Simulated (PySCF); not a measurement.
3-butyn-1-ol, C₄H₆O.
SMILES with atom numbers: `[CH:1]#[C:2][CH2:3][CH2:4][OH:5]` (hydrogens: H6 on C1; H7, H8 on C3; H9, H10 on C4; H11 on O5)

Torsions of this conformer, `[CH:1]#[C:2][CH2:3][CH2:4][OH:5]`: C2–C3–C4–O5 -64°, H–O5–C4–C3 55°.

The closed-shell ground state was solved at several levels (PySCF, density fitting, gas phase, non-relativistic). Geometry: GFN2-xTB, one conformer, isolated molecule.

```json
{"level": "PBE0/pcSseg-1", "basis functions": "115", "HOMO (eV)": "-7.74", "LUMO (eV)": "0.89", "gap (eV)": "8.63", "dipole (D)": "1.34"}
{"level": "PBE0/def2-SVPD", "basis functions": "151", "HOMO (eV)": "-7.84", "LUMO (eV)": "0.53", "gap (eV)": "8.37", "dipole (D)": "1.43"}
```

What might B3LYP/pcJ-1 (195 basis functions) give for the same quantities?

HOMO -7.47 eV, LUMO 0.63 eV, gap 8.10 eV, dipole 1.36 D.

Over all these levels, which gives the widest orbital gap and which the narrowest?

PBE0/pcSseg-1 (global hybrid, 25 % exact exchange) has the widest, 8.63 eV, and B3LYP/pcJ-1 (global hybrid, 20 % exact exchange) the narrowest, 8.10 eV. Functional and basis both differ between the two, so the spread mixes both effects.

How far do the dipole and the HOMO energy spread over the levels?

The dipole runs from 1.34 to 1.43 D (mean 1.38 D) and the HOMO from -7.84 to -7.47 eV.
